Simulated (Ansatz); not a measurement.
**CH3SSi− (SMILES [CH-]=[SiH]S): functionals against CCSD(T) at one geometry**

The task here is to estimate one member of a computed series from the others.

Program: Ansatz 0.2.0, Gaussian basis. Level of theory: single points in def2-TZVPPD. These are calculated values, not measurements.

Correlated methods freeze the cores.

**The system as given**

6 atoms, charge -1, spin multiplicity 1.

Atoms are counted from 1 here; the program's logs count them from 0.

Bond lengths: C1–Si2 1.752 Å, C1–H4 1.096 Å, Si2–S3 2.331 Å, Si2–H5 1.487 Å, S3–H6 1.335 Å. Angles: Si2–C1–H4 96.4°, C1–Si2–S3 129.7°, C1–Si2–H5 124.3°, S3–Si2–H5 104.7°, Si2–S3–H6 92.9°.

Coordinates:

```
atom    x (Å)    y (Å)    z (Å)
  C1  -1.1829  -0.5397  -1.2142
 Si2  -0.2537   0.6423  -0.3150
  S3   1.3914   0.3242   1.3047
  H4  -1.1393  -1.3316  -0.4575
  H5  -0.1497   2.0799  -0.6807
  H6   0.8316  -0.8022   1.7506
```

Set-up of the first run:

Contents of run/in.yaml:

```yaml
crystal:
  periodic: [false, false, false]
  atoms:
    - {symbol: C, position_ang: [-1.182854, -0.539739, -1.214187]}
    - {symbol: Si, position_ang: [-0.253733, 0.642340, -0.315006]}
    - {symbol: S, position_ang: [1.391423, 0.324168, 1.304731]}
    - {symbol: H, position_ang: [-1.139302, -1.331590, -0.457500]}
    - {symbol: H, position_ang: [-0.149682, 2.079889, -0.680687]}
    - {symbol: H, position_ang: [0.831568, -0.802247, 1.750618]}
basis:
  gaussian: {orbitals: "def2-TZVPPD.json"}
total_charge: -1
hamiltonian: {xc: pbe, dispersion: d4}
output: {forces: true}
```

The basis file named in the input lies beside it (Basis Set Exchange, JSON).

Command:

```bash
> ansatz run in.yaml --threads 2 --pin off --events-out ev --progress --plain --max-ram 3481MiB
```

Steps of the session up to this table: PBE-D4/def2-TZVPPD; r2SCAN-D4/def2-TZVPPD; PBE0-D4/def2-TZVPPD; wB97M-V/def2-TZVPPD; CCSD(T)/def2-TZVPPD.

One table of the session follows, with a row left open; its other results are not shown here.

```
   method  RMS force component (eV/Å)  angle to CCSD(T) forces (°)
   PBE-D4                           ?                            ?
r2SCAN-D4                       0.562                         12.6
  PBE0-D4                       0.594                         14.2
  wB97M-V                       0.634                         19.4
  CCSD(T)                       0.456                    reference
```

Estimate the missing values for PBE-D4.

As computed: RMS force component (eV/Å): 0.552; angle to CCSD(T) forces (°): 16.5. In the column «RMS force component (eV/Å)» it lies between CCSD(T) (0.456) and r2SCAN-D4 (0.562).

Limits of these values: The T1 diagnostic is large here, over the usual mark for main-group molecules (transition-metal compounds often pass it harmlessly), so CCSD(T) itself may be off.
